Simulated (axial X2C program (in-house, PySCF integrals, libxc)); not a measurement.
## Outer orbitals of SiP at 2.083 Å, HF

Computed with an in-house relativistic program for diatomic molecules. Spin-free means the one-electron spin-free X2C Hamiltonian; two-component (2c) means X2C with spin–orbit coupling and atomic mean-field two-electron Coulomb and Gaunt terms, so the difference of the two also holds small scalar two-electron terms. Basis: P dyall-v3z [8s7p2d1f], Si dyall-v3z [8s7p2d1f] (cores contracted in-house); Gaussian nuclei, density fitting, unrestricted open shells. Masses: P 30.974 u, Si 27.977 u.

The distance is close to the 2c PBE0 minimum; the highest filled and lowest empty levels are listed.

Spin-free orbitals, state M_S = 1/2, Λ = 1 (beyond evenly filled blocks: π+α, π+β, π-α) (Löwdin shares):

```csv
symmetry,occupied,ε (eV),atomic character
σα,yes,-23.04,"62% P s, 18% Si s, 12% Si p"
σβ,yes,-20.60,"47% P s, 32% Si s, 10% Si p"
σα,yes,-14.51,"45% Si s, 33% P p, 14% P s"
σβ,yes,-14.14,"36% Si s, 25% P s, 24% P p"
π-α,yes,-10.21,"77% P p, 15% Si p, 6% Si d"
π+α,yes,-10.21,"77% P p, 15% Si p, 6% Si d"
σα,yes,-9.44,"42% Si p, 35% P p, 18% Si s"
σβ,yes,-9.31,"40% P p, 40% Si p, 13% Si s"
π+β,yes,-8.34,"62% Si p, 32% P p, 3% P d"
π-β,no,-1.06,"62% Si p, 35% P p"
π+α,no,0.76,"77% Si p, 12% P p, 6% P d"
π-α,no,0.76,"77% Si p, 12% P p, 6% P d"
π+β,no,1.01,"53% P p, 31% Si p, 11% Si d"
```

Spinors with spin–orbit coupling (state Ω = 3/2):

```csv
ω,occupied,ε (eV),atomic character,λ mixture
1/2,yes,-23.04,"62% P s, 18% Si s, 12% Si p",100% σ
-1/2,yes,-20.60,"47% P s, 32% Si s, 10% Si p",100% σ
1/2,yes,-14.51,"45% Si s, 33% P p, 14% P s",100% σ
-1/2,yes,-14.14,"36% Si s, 25% P s, 24% P p",100% σ
-1/2,yes,-10.22,"77% P p, 15% Si p, 6% Si d",100% π
3/2,yes,-10.18,"77% P p, 15% Si p, 6% Si d",100% π
1/2,yes,-9.43,"42% Si p, 35% P p, 18% Si s",100% σ
-1/2,yes,-9.31,"40% P p, 40% Si p, 13% Si s",100% σ
1/2,yes,-8.35,"61% Si p, 32% P p, 3% P d",100% π
-3/2,no,-1.05,"62% Si p, 35% P p",100% π
-1/2,no,0.75,"77% Si p, 12% P p, 6% P d",100% π
3/2,no,0.77,"77% Si p, 12% P p, 6% P d",100% π
1/2,no,1.00,"53% P p, 31% Si p, 11% Si d",100% π
```

Mulliken charges and populations of the two-component result (they depend on the basis, above all on diffuse functions):

P -0.10 e (s 5.83 p 9.19 d 0.07), Si 0.10 e (s 5.86 p 7.89 d 0.13 f 0.01). ⟨Lz⟩ = 1.00 ħ and ⟨Sz⟩ = 0.50 ħ (0.72 and -0.22 on the two atoms), which add up to Ω.

One determinant describes the state; a PBE0 search over occupations chose it and may have missed a lower one. PBE0 can misorder states that lie within some tenths of an eV, so this need not be the ground state of the molecule. The nearest other spin-free determinant of the search, M_S = 1/2, Λ = 0, lies 0.23 eV up at the distance of the search. The determinant is spin-polarised beyond a pure state at some levels (its spin-free form has ⟨S²⟩ too high), which makes Re and μ there less reliable.
